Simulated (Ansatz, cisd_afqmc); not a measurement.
Species: Cl2, charge 1, doublet. Cl2+ (parent SMILES ClCl, doublet).
B3LYP-D3(BJ)/def2-TZVP minimum from Ansatz (a first-principles code):
```
Cl
Cl 1 1.9100
```
Charge +1, spin multiplicity 2.

Total energies in cc-pV(D+d)Z, 13 correlated electrons, 10 frozen orbitals. Open shells are spin-unrestricted; no spin-orbit coupling. Correlated methods leave the cores frozen. No relativity. AFQMC/CISD: phaseless, guided by CISD from CCSD amplitudes; bars are statistical, one sigma. Outlying blocks are dropped, and bars are widened where a walk drifts. Over all cases where full CI ran beside it in this data, AFQMC minus full CI had a median of +0.1 mEh and passed +0.4 mEh in a tenth of the cases.

```tsv
method	program	energy (Eh)	minus CCSDT(Q) (mEh)
HF	Ansatz	-918.55661	311.92
MP2	Ansatz	-918.82916	39.36
CCSD	Ansatz	-918.85664	11.89
CCSD(T)	Ansatz	-918.86667	1.86
CCSDT(Q)	Ansatz	-918.86853	0.00
AFQMC/CISD	cisd_afqmc	-918.8672 ± 0.0004	1.3 ± 0.4
```

Rough core times of Ansatz's runs on a shared machine: CCSD(T) under 20 s, CCSDT(Q) 30 s.
